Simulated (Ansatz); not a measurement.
# A relaxation, step by step

CH3ClSi (SMILES [SiH2]=CCl), closed shell, HF/cc-pVDZ (Ansatz 0.2.0). Settings:

```yaml
hamiltonian: {xc: hf}
relax: {f_tol: 0.05, max_steps: 80, max_displacement: 0.2}
```

Start (the SMILES describes the start alone):

```
6
angstrom
Si -0.6311 0.0936 -0.8168
C 0.5295 -0.0096 0.5251
Cl 0.8005 -1.3242 1.6297
H -1.4447 -1.0824 -1.1457
H -0.7295 1.4043 -1.5861
H 1.2308 0.9079 0.9605
```

```tsv
step	energy less the last (meV)	largest force component (eV/Å)
1	544.1	3.281
2	98.1	0.900
3	50.8	0.848
4	16.2	0.501
5	5.4	0.188
6	0.2	0.070
7	0.0	0.004
```

Step 2, positions (Å) and forces (eV/Å):

```
atom       x       y       z      Fx      Fy      Fz
 Si1  -0.581   0.106  -0.759   0.531  -0.020   0.819
  C2   0.448   0.073   0.637   0.777   0.524  -0.866
 Cl3   0.833  -1.393   1.542  -0.262   0.422  -0.021
  H4  -1.434  -1.036  -1.121  -0.039   0.028  -0.064
  H5  -0.665   1.328  -1.585  -0.107  -0.055   0.124
  H6   1.154   0.912   0.852  -0.899  -0.900   0.007
```

Step 3, positions (Å) and forces (eV/Å):

| atom | x | y | z | Fx | Fy | Fz |
| --- | --- | --- | --- | --- | --- | --- |
| Si1 | -0.566 | 0.109 | -0.748 | 0.330 | -0.329 | 0.503 |
| C2 | 0.571 | 0.038 | 0.543 | -0.608 | -0.205 | 0.048 |
| Cl3 | 0.767 | -1.391 | 1.599 | 0.050 | 0.848 | -0.545 |
| H4 | -1.421 | -1.026 | -1.133 | 0.049 | -0.012 | -0.022 |
| H5 | -0.709 | 1.329 | -1.545 | 0.029 | 0.179 | -0.086 |
| H6 | 1.115 | 0.931 | 0.851 | 0.150 | -0.481 | 0.101 |

Step 4, positions (Å) and forces (eV/Å):

```
atom       x       y       z      Fx      Fy      Fz
 Si1  -0.573   0.107  -0.750   0.323  -0.150   0.463
  C2   0.528   0.049   0.572  -0.194   0.010  -0.250
 Cl3   0.785  -1.380   1.581  -0.034   0.501  -0.248
  H4  -1.421  -1.033  -1.133   0.011   0.003  -0.023
  H5  -0.697   1.332  -1.553  -0.010   0.060  -0.005
  H6   1.133   0.914   0.849  -0.096  -0.423   0.063
```

Last step (7):

```
6
angstrom
Si -0.5708 0.1042 -0.7462
C 0.5242 0.0488 0.5617
Cl 0.7772 -1.3505 1.5803
H -1.4119 -1.0378 -1.1388
H -0.7056 1.3372 -1.5407
H 1.1425 0.8877 0.8505
```

The run took about 33 s on 2 CPU threads of an Intel Xeon (shared host).
